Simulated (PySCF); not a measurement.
SiH2, SMILES [SiH2] (connectivity only; charge and spin as stated), neutral, multiplicity 1.

The structure is a stationary point at PBE-D3(BJ)/def2-TZVPD. The isomer is the one that the SMILES or the coordinates give; other isomers of the formula were not compared.

Two levels are set side by side: TDDFT-PBE/def2-TZVPD (PySCF) and TDDFT-M06-2X/def2-TZVPD (PySCF). Vertical, same geometry. The lowest singlet is HOMO→LUMO 101 % with PBE and HOMO→LUMO 102 % with the other functional; states are paired by order. Differences are taken from unrounded values.

```csv
quantity,TDDFT-M06-2X
lowest singlet excitation (eV),2.15
lowest triplet excitation (TDA) (eV),1.15
first bright state (f over 0.05) (eV),6.16
its oscillator strength,0.18
```

**Question.** What does TDDFT-PBE give, and how far is it from TDDFT-M06-2X? (An estimate is asked for; the answer gives what the named calculation found.)

**Answer.** 
```csv
quantity,TDDFT-PBE,TDDFT-PBE minus TDDFT-M06-2X
lowest singlet excitation (eV),2.32,0.17
lowest triplet excitation (TDA) (eV),1.10,-0.05
first bright state (f over 0.05) (eV),5.95,-0.21
its oscillator strength,0.18,0.00
```

Rough cost on one machine, each run with all the roots and properties that it gave: TDDFT-M06-2X against TDDFT-PBE about 7 times.
